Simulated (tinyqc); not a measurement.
Worked calculation: RKS/PBE in the sto-3g basis, for LiH, spin multiplicity 1. Computed by tinyqc, a small Python program that keeps every step (integrals from PySCF). Settings: charge = 0, multiplicity = 1, basis = sto-3g, energy threshold = 1e-10, iteration cap = 80, orthogonalisation = symmetric, start = core, DIIS depth = 3, damping = 0.5, shift = 0.2, method = RKS, functional = pbe,pbe, grid = [20, 50]. Command: `OMP_NUM_THREADS=1 python tinyqc.py 23426 23427 out.jsonl` (the two numbers bound the seeds that draw the settings). One thread of a shared host (Intel(R) Xeon(R) Processor @ 2.60GHz), about 0.9 s of CPU time with the checks. Later iterations appear only in the table of the cycle.

## One-electron integrals

Geometry (angstrom):
```
atom,x,y,z
Li,0.00000,0.00000,0.00000
H,0.00000,0.00000,2.83000
```

Basis sto-3g: exponents (1/bohr^2) and contraction coefficients of normalised primitives:
```
element,l (shell),exponent,coefficient
Li,s (1),16.11958,0.15433
Li,s (1),2.93620,0.53533
Li,s (1),0.79465,0.44463
Li,s (2),0.63629,-0.09997
Li,s (2),0.14786,0.39951
Li,s (2),0.04809,0.70012
Li,p (3),0.63629,0.15592
Li,p (3),0.14786,0.60768
Li,p (3),0.04809,0.39196
H,s (1),3.42525,0.15433
H,s (1),0.62391,0.53533
H,s (1),0.16886,0.44463
```

Overlap, kinetic and nuclear-attraction integrals over the contracted functions; the nuclear repulsion is the sum of Za Zb / Rab.

nuclear repulsion = 0.5609652 hartree

overlap S:
```
,1Li 1s,1Li 2s,1Li 2px,1Li 2py,1Li 2pz,2H 1s
1Li 1s,1.00000,0.24114,0.00000,0.00000,0.00000,0.00326
1Li 2s,0.24114,1.00000,0.00000,0.00000,0.00000,0.14565
1Li 2px,0.00000,0.00000,1.00000,0.00000,0.00000,0.00000
1Li 2py,0.00000,0.00000,0.00000,1.00000,0.00000,0.00000
1Li 2pz,0.00000,0.00000,0.00000,0.00000,1.00000,0.22419
2H 1s,0.00326,0.14565,0.00000,0.00000,0.22419,1.00000
```

kinetic energy T (hartree):
```
,1Li 1s,1Li 2s,1Li 2px,1Li 2py,1Li 2pz,2H 1s
1Li 1s,3.57679,-0.02024,0.00000,0.00000,0.00000,-0.00255
1Li 2s,-0.02024,0.10216,0.00000,0.00000,0.00000,-0.00076
1Li 2px,0.00000,0.00000,0.31968,0.00000,0.00000,0.00000
1Li 2py,0.00000,0.00000,0.00000,0.31968,0.00000,0.00000
1Li 2pz,0.00000,0.00000,0.00000,0.00000,0.31968,0.00980
2H 1s,-0.00255,-0.00076,0.00000,0.00000,0.00980,0.76003
```

nuclear attraction V (hartree):
```
,1Li 1s,1Li 2s,1Li 2px,1Li 2py,1Li 2pz,2H 1s
1Li 1s,-8.16987,-1.00943,0.00000,0.00000,-0.00515,-0.01188
1Li 2s,-1.00943,-1.39210,0.00000,0.00000,-0.05971,-0.19507
1Li 2px,0.00000,0.00000,-1.36907,0.00000,0.00000,0.00000
1Li 2py,0.00000,0.00000,0.00000,-1.36907,0.00000,0.00000
1Li 2pz,-0.00515,-0.05971,0.00000,0.00000,-1.40873,-0.30230
2H 1s,-0.01188,-0.19507,0.00000,0.00000,-0.30230,-1.78758
```

core Hamiltonian H = T + V (hartree):
```
,1Li 1s,1Li 2s,1Li 2px,1Li 2py,1Li 2pz,2H 1s
1Li 1s,-4.59308,-1.02967,0.00000,0.00000,-0.00515,-0.01444
1Li 2s,-1.02967,-1.28994,0.00000,0.00000,-0.05971,-0.19583
1Li 2px,0.00000,0.00000,-1.04939,0.00000,0.00000,0.00000
1Li 2py,0.00000,0.00000,0.00000,-1.04939,0.00000,0.00000
1Li 2pz,-0.00515,-0.05971,0.00000,0.00000,-1.08904,-0.29249
2H 1s,-0.01444,-0.19583,0.00000,0.00000,-0.29249,-1.02755
```

## Two-electron integrals

Functions are numbered as in S; the eight-fold symmetry (ij|kl) = (ji|kl) = (kl|ij) leaves the list below.

Two-electron integrals (ij|kl) in chemists' order, unique and non-zero (hartree):
```
i,j,k,l,(ij|kl)
1,1,1,1,1.68040
2,1,1,1,0.26542
2,1,2,1,0.04994
2,2,1,1,0.39773
2,2,2,1,0.09286
2,2,2,2,0.29056
3,1,3,1,0.00898
3,2,3,1,0.01379
3,2,3,2,0.06418
3,3,1,1,0.39664
3,3,2,1,0.09288
3,3,2,2,0.29050
3,3,3,3,0.31295
4,1,4,1,0.00898
4,2,4,1,0.01379
4,2,4,2,0.06418
4,3,4,3,0.01687
4,4,1,1,0.39664
4,4,2,1,0.09288
4,4,2,2,0.29050
4,4,3,3,0.27921
4,4,4,4,0.31295
5,1,5,1,0.00898
5,2,5,1,0.01379
5,2,5,2,0.06418
5,3,5,3,0.01687
5,4,5,4,0.01687
5,5,1,1,0.39664
5,5,2,1,0.09288
5,5,2,2,0.29050
5,5,3,3,0.27921
5,5,4,4,0.27921
5,5,5,5,0.31295
6,1,1,1,0.00317
6,1,2,1,0.00062
6,1,2,2,0.00123
6,1,3,3,0.00121
6,1,4,4,0.00121
6,1,5,1,0.00010
6,1,5,2,0.00021
6,1,5,5,0.00128
6,1,6,1,9.12e-06
6,2,1,1,0.03464
6,2,2,1,0.00832
6,2,2,2,0.03176
6,2,3,3,0.02984
6,2,4,4,0.02984
6,2,5,1,0.00114
6,2,5,2,0.01001
6,2,5,5,0.03555
6,2,6,1,0.00014
6,2,6,2,0.00924
6,3,3,1,0.00029
6,3,3,2,0.00200
6,3,5,3,0.00106
6,3,6,3,0.00032
6,4,4,1,0.00029
6,4,4,2,0.00200
6,4,5,4,0.00106
6,4,6,4,0.00032
6,5,1,1,0.05186
6,5,2,1,0.01247
6,5,2,2,0.04818
6,5,3,3,0.04505
6,5,4,4,0.04505
6,5,5,1,0.00176
6,5,5,2,0.01565
6,5,5,5,0.05437
6,5,6,1,0.00020
6,5,6,2,0.01459
6,5,6,5,0.02310
6,6,1,1,0.18699
6,6,2,1,0.04509
6,6,2,2,0.18421
6,6,3,3,0.17175
6,6,4,4,0.17175
6,6,5,1,0.00515
6,6,5,2,0.05810
6,6,5,5,0.20879
6,6,6,1,0.00072
6,6,6,2,0.07455
6,6,6,5,0.11927
6,6,6,6,0.77461
```

## Orthogonalisation

S = U s U^T; symmetric (Loewdin) form X = U s^(-1/2) U^T, so that X^T S X = 1.

eigenvalues of S: 0.68448  0.82792  1.00000  1.00000  1.16888  1.31872

X:
```
,1Li 1s,1Li 2s,1Li 2px,1Li 2py,1Li 2pz,2H 1s
1Li 1s,1.02309,-0.12681,0.00000,0.00000,-0.00243,0.01276
1Li 2s,-0.12681,1.03187,0.00000,0.00000,0.01345,-0.07894
1Li 2px,0.00000,0.00000,1.00000,0.00000,0.00000,0.00000
1Li 2py,0.00000,0.00000,0.00000,1.00000,0.00000,0.00000
1Li 2pz,-0.00243,0.01345,0.00000,0.00000,1.01991,-0.11747
2H 1s,0.01276,-0.07894,0.00000,0.00000,-0.11747,1.02861
```

## Starting guess

The start is the orbitals of the core Hamiltonian; D = 2 C_occ C_occ^T.

D at the start:
```
,1Li 1s,1Li 2s,1Li 2px,1Li 2py,1Li 2pz,2H 1s
1Li 1s,2.07701,-0.29692,0.00000,0.00000,-0.18621,-0.06581
1Li 2s,-0.29692,1.12723,0.00000,0.00000,0.84898,0.32563
1Li 2px,0.00000,0.00000,0.00000,0.00000,0.00000,0.00000
1Li 2py,0.00000,0.00000,0.00000,0.00000,0.00000,0.00000
1Li 2pz,-0.18621,0.84898,0.00000,0.00000,0.64012,0.24563
2H 1s,-0.06581,0.32563,0.00000,0.00000,0.24563,0.09427
```

## Iteration 1: exchange-correlation on the grid

Becke grid with 20 radial and 50 angular points per atom, points of zero weight dropped. rho = sum D_ij phi_i phi_j; V_xc,ij = sum w v_xc phi_i phi_j plus the gradient terms; v_xc is d(rho eps)/d rho at fixed gradient.

The 8 grid points with the largest w rho, of 1992 (bohr, atomic units):
```
x,y,z,w,rho,|grad rho|^2,eps_xc,v_xc
0.83458,0.83458,2.50373,1.41604,0.01857,0.00021,-0.23799,-0.30644
-0.83458,0.83458,2.50373,1.41604,0.01857,0.00021,-0.23799,-0.30644
-0.83458,-0.83458,2.50373,1.41604,0.01857,0.00021,-0.23799,-0.30644
0.83458,-0.83458,2.50373,1.41604,0.01857,0.00021,-0.23799,-0.30644
0.00000,1.95725,1.95725,1.61926,0.01378,0.00015,-0.21830,-0.27767
1.95725,0.00000,1.95725,1.61926,0.01378,0.00015,-0.21830,-0.27767
-1.95725,0.00000,1.95725,1.61926,0.01378,0.00015,-0.21830,-0.27767
0.00000,-1.95725,1.95725,1.61926,0.01378,0.00015,-0.21830,-0.27767
```

electrons on the grid, sum of w rho = 3.99947

E_xc = sum of w rho eps_xc = -2.1075681 hartree

V_xc (hartree):
```
,1Li 1s,1Li 2s,1Li 2px,1Li 2py,1Li 2pz,2H 1s
1Li 1s,-1.09163,-0.14255,0.00000,0.00000,-0.00540,-0.00179
1Li 2s,-0.14255,-0.18720,0.00000,0.00000,-0.06598,-0.03392
1Li 2px,0.00000,0.00000,-0.18194,0.00000,0.00000,0.00000
1Li 2py,0.00000,0.00000,0.00000,-0.18194,0.00000,0.00000
1Li 2pz,-0.00540,-0.06598,0.00000,0.00000,-0.19236,-0.05259
2H 1s,-0.00179,-0.03392,0.00000,0.00000,-0.05259,-0.27505
```

## Iteration 1: building the Kohn-Sham matrix

J_ij = sum D_kl (ij|kl); F = H + J + V_xc; E = tr D H + tr D J / 2 + E_xc + E_nn.

Coulomb J (hartree):
```
,1Li 1s,1Li 2s,1Li 2px,1Li 2py,1Li 2pz,2H 1s
1Li 1s,4.10006,0.70147,0.00000,0.00000,0.02214,0.00899
1Li 2s,0.70147,1.34597,0.00000,0.00000,0.12350,0.16232
1Li 2px,0.00000,0.00000,1.33245,0.00000,0.00000,0.00000
1Li 2py,0.00000,0.00000,0.00000,1.33245,0.00000,0.00000
1Li 2pz,0.02214,0.12350,0.00000,0.00000,1.36582,0.24739
2H 1s,0.00899,0.16232,0.00000,0.00000,0.24739,0.97970
```

Kohn-Sham matrix F (hartree):
```
,1Li 1s,1Li 2s,1Li 2px,1Li 2py,1Li 2pz,2H 1s
1Li 1s,-1.58465,-0.47075,0.00000,0.00000,0.01160,-0.00724
1Li 2s,-0.47075,-0.13116,0.00000,0.00000,-0.00219,-0.06742
1Li 2px,0.00000,0.00000,0.10112,0.00000,0.00000,0.00000
1Li 2py,0.00000,0.00000,0.00000,0.10112,0.00000,0.00000
1Li 2pz,0.01160,-0.00219,0.00000,0.00000,0.08442,-0.09769
2H 1s,-0.00724,-0.06742,0.00000,0.00000,-0.09769,-0.32290
```

total energy of this density = -7.5865198 hartree

This density is the starting one.

## Iteration 1: diagonalisation and new density

A level shift of 0.2 hartree raises the virtual space: F + shift (S - S D(s) S), with D(s) the density of one spin (D/2). Diagonalise F' = X^T F X, C = X C', fill 2 alpha and 2 beta electrons from the bottom; D = 2 C_occ C_occ^T; the new density keeps 0.5 of the old one (damping). Each column has its largest component positive (the first on a tie).

F' = X^T F X (hartree):
```
,1,2,3,4,5,6
1,-1.53785,-0.29115,0.00000,0.00000,0.01704,0.01802
2,-0.29115,0.05666,0.00000,0.00000,-0.07574,-0.09373
3,0.00000,0.00000,0.30112,0.00000,0.00000,0.00000
4,0.00000,0.00000,0.00000,0.30112,0.00000,0.00000
5,0.01704,-0.07574,0.00000,0.00000,0.23878,-0.11521
6,0.01802,-0.09373,0.00000,0.00000,-0.11521,-0.12877
```

orbital energies (hartree): MO1 -1.58935, MO2 -0.20360, MO3 0.13448, MO4 0.28731, MO5 0.30112, MO6 0.30112

coefficients C:
```
,MO1,MO2,MO3,MO4,MO5,MO6
1Li 1s,0.98540,-0.09247,-0.27476,0.08895,0.00000,0.00000
1Li 2s,0.05476,0.29257,0.95704,-0.28762,0.00000,0.00000
1Li 2px,0.00000,0.00000,0.00000,0.00000,-0.20599,0.97855
1Li 2py,0.00000,0.00000,0.00000,0.00000,0.97855,0.20599
1Li 2pz,-0.00200,0.19859,0.26992,0.97051,0.00000,0.00000
2H 1s,-0.00211,0.85498,-0.51862,-0.27978,0.00000,0.00000
```

D after iteration 1:
```
,1Li 1s,1Li 2s,1Li 2px,1Li 2py,1Li 2pz,2H 1s
1Li 1s,2.01807,-0.12156,0.00000,0.00000,-0.11344,-0.11404
1Li 2s,-0.12156,0.65221,0.00000,0.00000,0.48248,0.41284
1Li 2px,0.00000,0.00000,0.00000,0.00000,0.00000,0.00000
1Li 2py,0.00000,0.00000,0.00000,0.00000,0.00000,0.00000
1Li 2pz,-0.11344,0.48248,0.00000,0.00000,0.35950,0.29261
2H 1s,-0.11404,0.41284,0.00000,0.00000,0.29261,0.77812
```

Within a degenerate level the vectors are fixed only up to a rotation; this is one choice.

## Iteration 2: exchange-correlation on the grid

As before.

The 8 grid points with the largest w rho, of 1992 (bohr, atomic units):
```
x,y,z,w,rho,|grad rho|^2,eps_xc,v_xc
-1.08335,1.08335,3.25004,2.33458,0.00719,3.39e-05,-0.17956,-0.22773
1.08335,1.08335,3.25004,2.33458,0.00719,3.39e-05,-0.17956,-0.22773
-1.08335,-1.08335,3.25004,2.33458,0.00719,3.39e-05,-0.17956,-0.22773
1.08335,-1.08335,3.25004,2.33458,0.00719,3.39e-05,-0.17956,-0.22773
-0.83458,0.83458,2.50373,1.41604,0.01171,0.00007,-0.20702,-0.26663
0.83458,0.83458,2.50373,1.41604,0.01171,0.00007,-0.20702,-0.26663
-0.83458,-0.83458,2.50373,1.41604,0.01171,0.00007,-0.20702,-0.26663
0.83458,-0.83458,2.50373,1.41604,0.01171,0.00007,-0.20702,-0.26663
```

electrons on the grid, sum of w rho = 3.99791

E_xc = sum of w rho eps_xc = -2.1673257 hartree

V_xc (hartree):
```
,1Li 1s,1Li 2s,1Li 2px,1Li 2py,1Li 2pz,2H 1s
1Li 1s,-1.08593,-0.14066,0.00000,0.00000,-0.00348,-0.00171
1Li 2s,-0.14066,-0.16936,0.00000,0.00000,-0.05475,-0.04003
1Li 2px,0.00000,0.00000,-0.16312,0.00000,0.00000,0.00000
1Li 2py,0.00000,0.00000,0.00000,-0.16312,0.00000,0.00000
1Li 2pz,-0.00348,-0.05475,0.00000,0.00000,-0.17693,-0.06317
2H 1s,-0.00171,-0.04003,0.00000,0.00000,-0.06317,-0.41201
```

## Iteration 2: building the Kohn-Sham matrix

As before.

Coulomb J (hartree):
```
,1Li 1s,1Li 2s,1Li 2px,1Li 2py,1Li 2pz,2H 1s
1Li 1s,3.93236,0.66656,0.00000,0.00000,0.01722,0.00847
1Li 2s,0.66656,1.27147,0.00000,0.00000,0.12139,0.18492
1Li 2px,0.00000,0.00000,1.25207,0.00000,0.00000,0.00000
1Li 2py,0.00000,0.00000,0.00000,1.25207,0.00000,0.00000
1Li 2pz,0.01722,0.12139,0.00000,0.00000,1.30317,0.28562
2H 1s,0.00847,0.18492,0.00000,0.00000,0.28562,1.35042
```

Kohn-Sham matrix F (hartree):
```
,1Li 1s,1Li 2s,1Li 2px,1Li 2py,1Li 2pz,2H 1s
1Li 1s,-1.74666,-0.50377,0.00000,0.00000,0.00859,-0.00768
1Li 2s,-0.50377,-0.18783,0.00000,0.00000,0.00693,-0.05094
1Li 2px,0.00000,0.00000,0.03957,0.00000,0.00000,0.00000
1Li 2py,0.00000,0.00000,0.00000,0.03957,0.00000,0.00000
1Li 2pz,0.00859,0.00693,0.00000,0.00000,0.03720,-0.07004
2H 1s,-0.00768,-0.05094,0.00000,0.00000,-0.07004,-0.08914
```

total energy of this density = -7.7669058 hartree

This density is a damped mixture and is not idempotent.

## Iteration 2: DIIS over 2 matrices

error matrix X^T (FDS - SDF) X:
```
,1,2,3,4,5,6
1,0.00000,0.05959,0.00000,0.00000,-0.05688,-0.03741
2,-0.05959,0.00000,0.00000,0.00000,-0.04448,0.04547
3,0.00000,0.00000,0.00000,0.00000,0.00000,0.00000
4,0.00000,0.00000,0.00000,0.00000,0.00000,0.00000
5,0.05688,0.04448,0.00000,0.00000,0.00000,0.05484
6,0.03741,-0.04547,0.00000,0.00000,-0.05484,0.00000
```

B (overlaps of the stored error matrices):
```
,1,2
1,3.4029327e-01,9.2975469e-02
2,9.2975469e-02,3.0477492e-02
```

Minimise |sum c_i e_i|^2 with sum c_i = 1: solve [B -1; -1 0][c; lambda] = [0; -1] with B_ij = tr e_i^T e_j, and take F = sum c_i F_i.

DIIS coefficients: -0.33816  1.33816

extrapolated F (hartree):
```
,1Li 1s,1Li 2s,1Li 2px,1Li 2py,1Li 2pz,2H 1s
1Li 1s,-1.80144,-0.51493,0.00000,0.00000,0.00757,-0.00783
1Li 2s,-0.51493,-0.20699,0.00000,0.00000,0.01002,-0.04537
1Li 2px,0.00000,0.00000,0.01876,0.00000,0.00000,0.00000
1Li 2py,0.00000,0.00000,0.00000,0.01876,0.00000,0.00000
1Li 2pz,0.00757,0.01002,0.00000,0.00000,0.02124,-0.06069
2H 1s,-0.00783,-0.04537,0.00000,0.00000,-0.06069,-0.01009
```

## Iteration 2: diagonalisation and new density

As before.

F' = X^T F X (hartree):
```
,1,2,3,4,5,6
1,-1.75228,-0.31102,0.00000,0.00000,0.00967,0.02187
2,-0.31102,0.02315,0.00000,0.00000,-0.03399,-0.09630
3,0.00000,0.00000,0.21876,0.00000,0.00000,0.00000
4,0.00000,0.00000,0.00000,0.21876,0.00000,0.00000
5,0.00967,-0.03399,0.00000,0.00000,0.19425,-0.11313
6,0.02187,-0.09630,0.00000,0.00000,-0.11313,0.12036
```

orbital energies (hartree): MO1 -1.80521, MO2 -0.04612, MO3 0.15520, MO4 0.21876, MO5 0.21876, MO6 0.28160

coefficients C:
```
,MO1,MO2,MO3,MO4,MO5,MO6
1Li 1s,0.98736,-0.18032,-0.22732,0.00000,0.00000,-0.06248
1Li 2s,0.04803,0.62112,0.79997,0.00000,0.00000,0.24332
1Li 2px,0.00000,0.00000,0.00000,-0.06404,0.99795,0.00000
1Li 2py,0.00000,0.00000,0.00000,0.99795,0.06404,0.00000
1Li 2pz,-0.00193,0.34123,-0.47502,0.00000,0.00000,0.84386
2H 1s,-0.00342,0.57319,-0.42222,0.00000,0.00000,-0.75591
```

D after iteration 2:
```
,1Li 1s,1Li 2s,1Li 2px,1Li 2py,1Li 2pz,2H 1s
1Li 1s,2.01643,-0.12536,0.00000,0.00000,-0.12016,-0.16376
1Li 2s,-0.12536,0.71420,0.00000,0.00000,0.45309,0.56227
1Li 2px,0.00000,0.00000,0.00000,0.00000,0.00000,0.00000
1Li 2py,0.00000,0.00000,0.00000,0.00000,0.00000,0.00000
1Li 2pz,-0.12016,0.45309,0.00000,0.00000,0.29619,0.34190
2H 1s,-0.16376,0.56227,0.00000,0.00000,0.34190,0.71762
```

Within a degenerate level the vectors are fixed only up to a rotation; this is one choice.

## Convergence

Stop when the energy changes by less than 1e-10 hartree and every element of the error matrix X^T (F D S - S D F) X is below 3e-06.

Course of the cycle:
```
iteration,E (hartree),change,largest element of the error matrix
1,-7.5865198,-,2.57e-01
2,-7.7669058,-1.80e-01,5.96e-02
3,-7.7905607,-2.37e-02,6.57e-02
4,-7.8037912,-1.32e-02,7.39e-02
5,-7.8168097,-1.30e-02,3.40e-02
6,-7.8211822,-4.37e-03,2.94e-02
7,-7.8236964,-2.51e-03,2.42e-02
8,-7.8252662,-1.57e-03,1.75e-02
9,-7.8260750,-8.09e-04,1.35e-02
10,-7.8265581,-4.83e-04,9.50e-03
11,-7.8268103,-2.52e-04,7.12e-03
12,-7.8269560,-1.46e-04,4.88e-03
13,-7.8270358,-7.98e-05,3.50e-03
14,-7.8270808,-4.50e-05,2.38e-03
...,...,...,...
67,-7.8271588,-1.43e-10,2.19e-05
68,-7.8271588,-1.14e-10,1.96e-05
69,-7.8271588,-9.12e-11,1.75e-05
70,-7.8271588,-7.29e-11,1.57e-05
71,-7.8271588,-5.83e-11,1.40e-05
72,-7.8271588,-4.66e-11,1.25e-05
73,-7.8271588,-3.73e-11,1.12e-05
74,-7.8271588,-2.98e-11,1.00e-05
75,-7.8271588,-2.38e-11,8.96e-06
76,-7.8271588,-1.90e-11,8.01e-06
77,-7.8271588,-1.52e-11,7.16e-06
78,-7.8271588,-1.22e-11,6.40e-06
79,-7.8271588,-9.72e-12,5.73e-06
80,-7.8271588,-7.77e-12,5.12e-06
```

PySCF RKS in the same basis, fine grid = -7.8278193 hartree

Not converged within the cap of 80 iterations: the residual falls steadily but slowly, by a factor of about 0.89 a step. Reruns (cap 100 unless said): DIIS 8: converged in 19; damping 0.5: converged in 48; level shift 0.5: converged in 47; atomic densities as start, DIIS 8: converged in 13; the original settings with a cap of 400: converged in 85.
